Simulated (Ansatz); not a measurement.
## Structure optimisation: carbon, graphite

Theory: DFT, BLYP, plane waves (420 eV) with PAW, scalar-relativistic (Ansatz). The PAW files were generated under PBE, with cores re-solved for the functional.

k-point mesh 8×8×3, Fermi-Dirac smearing 0.05 eV, no spin polarisation. Cell and atoms relax.

Starting structure:

```yaml
crystal:
  lattice:
    - [2.4640014744, 0.0, 0.0]
    - [-1.2320007372, 2.1338878718, 0.0]
    - [0.0, 0.0, 6.711]
  atoms:
    - { symbol: C, position: [0.0, 0.0, 0.25] }
    - { symbol: C, position: [0.0, 0.0, 0.75] }
    - { symbol: C, position: [0.3333333333, 0.6666666667, 0.25] }
    - { symbol: C, position: [0.6666666667, 0.3333333333, 0.75] }
hamiltonian:
  xc: blyp
  pseudopotentials:
    kind: paw
    azcp:
      C: "pseudopotentials/C.paw.azcp"
basis:
  ecutwfc: 420
  fft_grid_basis: typed
kpoints:
  mp_grid: { grid: [8, 8, 3], shift: [0, 0, 0] }
magnetization:
  spin_polarized: false
scf:
  occupations: { method: fermi_dirac, width: 0.05 }
relax:
  max_steps: 60
  f_tol: 0.01
  cell: {}
```

**Question.** The pressure at the start is 4.5 GPa. By how much does the volume change?

**Answer.** From 8.82 to 15.87 Å³ per atom, 79.9 %. The final cell has a = 2.474 Å, c = 11.975 Å (c/a = 4.841).

**Question.** How much energy does the relaxation gain?

**Answer.** 33.6 meV per atom.

Path of the relaxation (the plane waves are chosen anew near the end, which can shift the energy a little):

```json
{"step": "0", "E − E(final) (meV/atom)": "33.59", "V (Å³/atom)": "8.821", "P (GPa)": "4.51", "max force (eV/Å)": "0.000"}
{"step": "1", "E − E(final) (meV/atom)": "24.89", "V (Å³/atom)": "9.292", "P (GPa)": "1.71", "max force (eV/Å)": "0.000"}
{"step": "2", "E − E(final) (meV/atom)": "23.53", "V (Å³/atom)": "9.682", "P (GPa)": "0.00", "max force (eV/Å)": "0.000"}
{"step": "3", "E − E(final) (meV/atom)": "23.70", "V (Å³/atom)": "9.727", "P (GPa)": "-0.02", "max force (eV/Å)": "0.000"}
{"step": "4", "E − E(final) (meV/atom)": "14.52", "V (Å³/atom)": "9.727", "P (GPa)": "0.95", "max force (eV/Å)": "0.000"}
{"step": "5", "E − E(final) (meV/atom)": "12.76", "V (Å³/atom)": "10.083", "P (GPa)": "0.55", "max force (eV/Å)": "0.000"}
{"step": "6", "E − E(final) (meV/atom)": "13.57", "V (Å³/atom)": "10.455", "P (GPa)": "0.00", "max force (eV/Å)": "0.000"}
{"step": "7", "E − E(final) (meV/atom)": "8.27", "V (Å³/atom)": "10.455", "P (GPa)": "0.24", "max force (eV/Å)": "0.000"}
{"step": "8", "E − E(final) (meV/atom)": "8.29", "V (Å³/atom)": "10.793", "P (GPa)": "0.10", "max force (eV/Å)": "0.000"}
{"step": "9", "E − E(final) (meV/atom)": "9.48", "V (Å³/atom)": "11.085", "P (GPa)": "-0.05", "max force (eV/Å)": "0.000"}
{"step": "10", "E − E(final) (meV/atom)": "9.13", "V (Å³/atom)": "11.023", "P (GPa)": "0.00", "max force (eV/Å)": "0.000"}
{"step": "11", "E − E(final) (meV/atom)": "5.74", "V (Å³/atom)": "11.023", "P (GPa)": "0.14", "max force (eV/Å)": "0.000"}
{"step": "12", "E − E(final) (meV/atom)": "6.28", "V (Å³/atom)": "11.334", "P (GPa)": "0.07", "max force (eV/Å)": "0.000"}
{"step": "13", "E − E(final) (meV/atom)": "6.92", "V (Å³/atom)": "11.497", "P (GPa)": "-0.01", "max force (eV/Å)": "0.000"}
{"step": "14", "E − E(final) (meV/atom)": "4.33", "V (Å³/atom)": "11.497", "P (GPa)": "0.09", "max force (eV/Å)": "0.000"}
{"step": "15", "E − E(final) (meV/atom)": "5.02", "V (Å³/atom)": "11.789", "P (GPa)": "0.06", "max force (eV/Å)": "0.000"}
{"step": "16", "E − E(final) (meV/atom)": "5.57", "V (Å³/atom)": "11.926", "P (GPa)": "0.00", "max force (eV/Å)": "0.000"}
{"step": "17", "E − E(final) (meV/atom)": "5.64", "V (Å³/atom)": "11.940", "P (GPa)": "0.00", "max force (eV/Å)": "0.000"}
{"step": "18", "E − E(final) (meV/atom)": "3.38", "V (Å³/atom)": "11.940", "P (GPa)": "0.07", "max force (eV/Å)": "0.000"}
{"step": "19", "E − E(final) (meV/atom)": "4.19", "V (Å³/atom)": "12.235", "P (GPa)": "0.04", "max force (eV/Å)": "0.000"}
{"step": "20", "E − E(final) (meV/atom)": "4.72", "V (Å³/atom)": "12.361", "P (GPa)": "0.00", "max force (eV/Å)": "0.000"}
{"step": "21", "E − E(final) (meV/atom)": "4.63", "V (Å³/atom)": "12.342", "P (GPa)": "0.00", "max force (eV/Å)": "0.000"}
{"step": "22", "E − E(final) (meV/atom)": "2.59", "V (Å³/atom)": "12.342", "P (GPa)": "0.06", "max force (eV/Å)": "0.000"}
{"step": "23", "E − E(final) (meV/atom)": "3.30", "V (Å³/atom)": "12.611", "P (GPa)": "0.03", "max force (eV/Å)": "0.000"}
{"step": "24", "E − E(final) (meV/atom)": "3.79", "V (Å³/atom)": "12.738", "P (GPa)": "0.00", "max force (eV/Å)": "0.000"}
```

This functional, with no dispersion term, lets the cell expand far past the measured one.
